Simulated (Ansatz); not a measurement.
**Tin, alpha-Sn (diamond): convergence with Fermi-Dirac smearing**

Computed with Ansatz, PBE, scalar-relativistic PAW, on the relaxed cell (a = 6.658 Å; spin not included). Errors count from a run at 420 eV on a Γ-centred 14×14×14 mesh with Fermi-Dirac smearing of 0.1 eV, extrapolated to zero width. Fixed here: cutoff 420 eV, mesh 8×8×8. The SCF starts from atomic densities corrected by a trained network.

```
width (eV)  E(σ→0) error (meV/atom)  F error (meV/atom)  P (GPa)  SCF iterations
      0.01                      4.6                 4.6    -0.06               6
      0.03                      4.6                 4.3    -0.04               6
       0.1                      4.1                 1.4     0.02               7
       0.3                     13.2               -24.4     0.32               7
       0.6                     73.7              -189.2     1.65               8
       1.0                    155.9              -716.3     4.29               7
```

Q: What does the run at 0.2 give (width)?

A: E(σ→0) error (meV/atom): 5.0; F error (meV/atom): -6.6; P (GPa): 0.12; SCF iterations: 7.
